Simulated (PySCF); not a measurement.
C4H4S, charge +1, multiplicity 2. Atoms are numbered in the order given.

```xyz
9

C      0.0000     0.6907     1.3203
C      0.0000    -0.6907     1.3203
C      0.0000    -1.2203    -0.0038
S      0.0000     0.0000    -1.2285
C      0.0000     1.2203    -0.0038
H      0.0000     1.3252     2.2085
H      0.0000    -1.3252     2.2085
H      0.0000    -2.2789    -0.2798
H      0.0000     2.2789    -0.2798
```
Charge +1, spin multiplicity 2.

Geometry: B3LYP-D3(BJ)/def2-SVP. The multiplicity is an assumed one; no other spin state was optimised.

Computed with PBE/def2-TZVP in PySCF.

The molecule is in vacuum.

- total energy: -552.38906 hartree
- point group: C2v
- α spin, highest occupied and lowest empty level: -12.60 and -8.31 eV
- β spin, highest occupied and lowest empty level: -12.52 and -11.54 eV
- dipole moment about the centre of nuclear charge: 1.27 D
- mean static polarisability: 54.1 bohr³ (8.02 Å³)
- polarisability, principal values: 31.7, 64.2, 66.5 bohr³
- ⟨S²⟩: 0.760 (pure state 0.75)
